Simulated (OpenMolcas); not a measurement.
# N2H (dinitrogen monohydride): the vertical ionisation energy from total energies

N2H has 3 atoms, charge 0, and is taken as a doublet. As SMILES, `[N]=N`. The coordinates come from a PBE0-D4/def2-TZVP relaxation.

| atom | x (Å) | y (Å) | z (Å) |
| --- | --- | --- | --- |
| N | 0.7105 | -0.6067 | 0.3262 |
| N | -0.2687 | -0.2177 | -0.1701 |
| H | -0.4419 | 0.8244 | -0.1561 |

Both states at this one shape; open shells run unrestricted unless said. 1 Eh = 27.2114 eV.

```
                                   level     program  doublet N2H (Eh)  singlet N2H+ (Eh)
                              UHF/STO-3G  OpenMolcas       -107.986588        -107.682676
                           USVWN5/STO-3G  OpenMolcas       -107.647219        -107.352557
                           UB3LYP/STO-3G  OpenMolcas       -108.546808        -108.236737
ROCCSD(T)/STO-3G, 2 core orbitals frozen  OpenMolcas       -108.119154        -107.872123
```

Task: Work out the vertical ionisation energy at each level.

Result: 
1. UHF/STO-3G: -107.682676 − (-107.986588) = 0.303912 Eh = 8.27 eV.
2. USVWN5/STO-3G: -107.352557 − (-107.647219) = 0.294662 Eh = 8.02 eV.
3. UB3LYP/STO-3G: -108.236737 − (-108.546808) = 0.310071 Eh = 8.44 eV.
4. ROCCSD(T)/STO-3G: -107.872123 − (-108.119154) = 0.247031 Eh = 6.72 eV.

No measured value is set beside it here; the levels span 6.72 to 8.44 eV. Minimal sets are far from the basis-set limit. The first state is spin-contaminated at UHF/STO-3G (⟨S²⟩ = 0.92).
